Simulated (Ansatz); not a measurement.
**C₂H₅NO₃: small, medium and large basis sets**

An exercise on one series of results from a longer session: the logs are not shown, and one member is left open.

The runs use Ansatz 0.2.0, Gaussian basis; one geometry, several basis sets.

The runs, in order: PBE0-D4/def2-SVP; ωB97M-V/def2-SVP; PBE0-D4/def2-QZVPP; ωB97M-V/def2-QZVPP; the functionals' def2-TZVPP values are taken from earlier runs.

## Structure used throughout

An earlier PBE0-D4 in a triple-zeta def2 set relaxation fixed the geometry.

SMILES `NC(=O)C(O)O`, 11 atoms, charge 0, spin multiplicity 1.

Atoms are counted from 1 here; the program's logs count them from 0.

Bond lengths: N1–C2 1.341 Å, N1–H7 1.005 Å, N1–H8 1.005 Å, C2–O3 1.217 Å, C2–C4 1.540 Å, C4–O5 1.378 Å, C4–O6 1.400 Å, C4–H9 1.099 Å, O5–H10 0.974 Å, O6–H11 0.964 Å. Angles: C2–N1–H7 119.3°, C2–N1–H8 119.3°, H7–N1–H8 119.8°, N1–C2–O3 125.1°, N1–C2–C4 115.0°, O3–C2–C4 119.9°, C2–C4–O5 108.1°, C2–C4–O6 111.7°, C2–C4–H9 108.6°, O5–C4–O6 112.0°, O5–C4–H9 111.4°, O6–C4–H9 105.0°, C4–O5–H10 105.1°, C4–O6–H11 106.8°.

Coordinates:

| atom | x (Å) | y (Å) | z (Å) |
| --- | --- | --- | --- |
| N1 | 0.02419 | -0.80473 | -1.44239 |
| C2 | 0.36606 | 0.22194 | -0.65098 |
| O3 | 0.80399 | 1.28879 | -1.03990 |
| C4 | 0.19066 | -0.03304 | 0.85785 |
| O5 | 0.27244 | 1.17860 | 1.50976 |
| O6 | -1.01121 | -0.69662 | 1.13377 |
| H7 | -0.47947 | -1.58112 | -1.04978 |
| H8 | 0.07387 | -0.69444 | -2.44037 |
| H9 | 0.97927 | -0.72179 | 1.19168 |
| H10 | 0.55275 | 1.81492 | 0.82772 |
| H11 | -1.70716 | -0.02960 | 1.12314 |

Set-up of the first run:

The input, in.yaml:

```yaml
crystal:
  periodic: [false, false, false]
  atoms:
    - {symbol: N, position_ang: [0.024194, -0.804727, -1.442391]}
    - {symbol: C, position_ang: [0.366060, 0.221940, -0.650983]}
    - {symbol: O, position_ang: [0.803990, 1.288788, -1.039898]}
    - {symbol: C, position_ang: [0.190658, -0.033045, 0.857846]}
    - {symbol: O, position_ang: [0.272444, 1.178600, 1.509757]}
    - {symbol: O, position_ang: [-1.011206, -0.696622, 1.133771]}
    - {symbol: H, position_ang: [-0.479472, -1.581115, -1.049784]}
    - {symbol: H, position_ang: [0.073871, -0.694443, -2.440366]}
    - {symbol: H, position_ang: [0.979272, -0.721793, 1.191682]}
    - {symbol: H, position_ang: [0.552750, 1.814920, 0.827724]}
    - {symbol: H, position_ang: [-1.707162, -0.029604, 1.123142]}
basis:
  gaussian: {orbitals: def2-SVP}
hamiltonian: {xc: pbe0, dispersion: d4}
output: {orbitals: {seedname: orbitals}}
```

Launch:

```console
$ ansatz run in.yaml --threads 4 --pin off --events-out ev --progress --plain --max-ram 10444MiB
```

Among the steps run: PBE0-D4 in def2-SVP; ωB97M-V in def2-SVP; PBE0-D4 in def2-QZVPP; ωB97M-V in def2-QZVPP.

One table of the session follows, with a row left open; its other results are not shown here.

It belongs to the step «Density functionals: the series». 

| functional | basis | HOMO (eV) | LUMO (eV) |
| --- | --- | --- | --- |
| PBE0-D4 | def2-SVP | -7.36 | 0.32 |
| PBE0-D4 | def2-TZVPP | -7.60 | 0.00 |
| PBE0-D4 | def2-QZVPP | -7.66 | -0.14 |
| ωB97M-V | def2-SVP | ? | ? |
| ωB97M-V | def2-TZVPP | -10.02 | 2.01 |
| ωB97M-V | def2-QZVPP | -10.08 | 1.49 |

Estimate the missing values for ωB97M-V, def2-SVP.

**Answer.** HOMO (eV): -9.76; LUMO (eV): 2.60. In the column «HOMO (eV)» it lies between ωB97M-V, def2-TZVPP (-10.02) and PBE0-D4, def2-QZVPP (-7.66).
